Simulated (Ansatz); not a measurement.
System (SMILES): C#N (CH-N).
Atoms: C1, N2, H3. Bonds: C1-N2, C1-H3.

Basis-set convergence of the optimised C1-N2 bond length at PBE with Ansatz (a program for electronic structure). Cartesian d functions, on some or all atoms, in 6-31G*, 6-31G**; all else is spherical. The program fits the integrals of some runs and decomposes those of others, by size. No added dispersion term, no relativity. Reference: the value in aug-pcseg-3, 1.1573 Å. Deviations are taken from unrounded values.

| basis | functions | optimised C1-N2 bond length (Å) | minus reference (Å) |
|---|---|---|---|
| STO-3G | 11 | 1.2060 | 0.0487 |
| 3-21G | 20 | 1.1739 | 0.0165 |
| 6-31G | 20 | 1.1804 | 0.0231 |
| def2-SV(P) | 30 | 1.1674 | 0.0101 |
| 6-31G* | 32 | 1.1689 | 0.0116 |
| def2-SVP | 33 | 1.1672 | 0.0099 |
| 6-31G** | 35 | 1.1690 | 0.0117 |
| 6-311G** | 42 | 1.1608 | 0.0035 |
| def2-SVPD | 48 | 1.1656 | 0.0083 |
| def2-TZVP | 68 | 1.1585 | 0.0011 |
| def2-TZVPP | 76 | 1.1585 | 0.0011 |
| def2-TZVPD | 83 | 1.1584 | 0.0010 |
| def2-TZVPPD | 91 | 1.1584 | 0.0010 |
| def2-QZVPP | 144 | 1.1574 | 0.0001 |
| def2-QZVPPD | 159 | 1.1574 | 0.0001 |

The smallest set listed that lies within 0.005 Å of the reference with all its larger relatives (same family, alike in diffuse functions; a set with none counts only in the reference's own line) is def2-TZVP (68 functions, 0.0011 Å off). Inside, with no larger relative to test it: 6-311G**.
